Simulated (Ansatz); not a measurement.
# Other spins and charges of SiO, singlet at one geometry

Geometry (PBE0/def2-TZVP stationary point for this spin):

```
atom   x (Å)   y (Å)   z (Å)
  Si  0.0000  0.0000  0.0000
   O  0.0000  0.0000  1.5088
```

Basis cc-pVDZ; Ansatz 0.2.0. Only valence electrons are correlated (noble-gas cores frozen). R marks a restricted (for open shells ROHF) determinant, U an unrestricted one. Active spaces: valence = (10e, 8o) chosen from the atoms' valence shells.

Gaps are energies of the second state less the first, at fixed atoms, for a selection of the levels run; each method lands on the state that its own search finds for that charge and spin.

Coupled cluster chose its determinant by trial CCSD, here up to 0.48 eV above the lowest Hartree–Fock solution of its kind, and MP2 stands on that determinant too.

Triplet less singlet: 4.344 eV at UCCSDT(Q).

| level | gap (eV) | error (meV) |
| --- | --- | --- |
| RMP2 | 4.341 | -3 |
| UMP2 | 4.447 | 103 |
| RCCSD | 4.358 | 14 |
| UCCSD | 4.336 | -8 |
| RCCSD(T) | 4.348 | 4 |
| UCCSD(T) | 4.362 | 18 |
| BCCD(T) | 4.366 | 22 |
| RCCSDT | 4.343 | -1 |
| UCCSDT | 4.344 | 0 |
| RCCSDT(Q) | 4.362 | 18 |
| CASSCF (valence space) | 4.888 | 544 |
| NEVPT2 (valence space) | 4.164 | -180 |
| MRCISD (valence space) | 4.367 | 23 |
| MRCISD+Q (valence space) | 4.325 | -19 |
| PBE | 4.065 | -279 |
| BLYP | 4.181 | -163 |
| r2SCAN | 3.968 | -376 |
| PBE0 | 4.073 | -271 |
| B3LYP | 4.209 | -135 |
| wB97M-V | 4.561 | 217 |
| B2PLYP | 4.324 | -20 |
| RPA-PBE | 4.188 | -156 |

In so small a basis the reference is far from its limit while semilocal and hybrid functionals are nearer theirs (RPA and double hybrids share much of the reference's basis error), so the functionals' errors here hold much of the reference's basis and frozen-core error, which can add to them or hide them.

Full CI isn't at hand for all of this; UCCSDT(Q) serves as the reference, and is uncertain by about the last step of the cluster series. The frozen core follows each run's orbitals, which can shift R against U totals by a few meV.
